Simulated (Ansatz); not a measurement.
Write a Python script for the Python package of Ansatz (0.2.0) that makes an active-space calculation of FH₃OSi, SMILES O[SiH2]F. Use: SC-NEVPT2, 6-31G* basis, multiplicity 1.

Input file `fh3osi.xyz`:
```text
6

O    -0.87060    0.11970   -0.89340
Si    0.37620    0.08300    0.11780
F    -0.09210   -0.86610    1.31390
H    -1.60540   -0.34540   -0.60870
H     1.54120   -0.50940   -0.60750
H     0.69270    1.45420    0.63170
```

Script `cas.py`:
```python
"""Active-space calculation on FH3OSi."""

import logging
import sys

import ansatz as az

logging.basicConfig(stream=sys.stdout, format="%(levelname)s %(message)s")
log = logging.getLogger("ansatz_job")
log.setLevel(logging.INFO)

system = az.Crystal.molecule_from_extxyz("fh3osi.xyz")

calculation = (
    system.calculation()
    .basis(gaussian="6-31G*")
    .correlation(active_electrons=4, active_orbitals=4)
)
for method in ["sc_nevpt2"]:
    data = (calculation if method is None else calculation.correlation(method)).run(threads=1).report
    space = data["configurations"]
    state = space["states"][0]
    print(method or "casscf", f"total {data['free_energy_ev'] / 27.211386246:.6f} Ha, active-space state {state['energy']['hartree']:.6f} Ha, mean field {data['reference_energy_ev'] / 27.211386246:.6f} Ha")
    print("  determinants", state["n_determinants"], " natural occupations", [round(n, 3) for n in space["natural_occupations"]])
```

Running `python cas.py` prints:
```text
sc_nevpt2 total -465.479087 Ha, active-space state -465.104747 Ha, mean field -465.060467 Ha
  determinants 36  natural occupations [1.984, 1.982, 0.018, 0.015]
```

Reading the output:
- Total energies depend on the basis set; only differences at equal settings carry meaning.
- The geometry is a force-field or estimated start, not a minimum of this method, and the basis set is short of its limit. The active space starts as a window about the frontier orbitals and is then optimised, not chosen by chemistry.
- Run time: 5.7 s on 1 thread of Arm Neoverse V1, with other jobs on the host, peak memory 0.16 GiB.
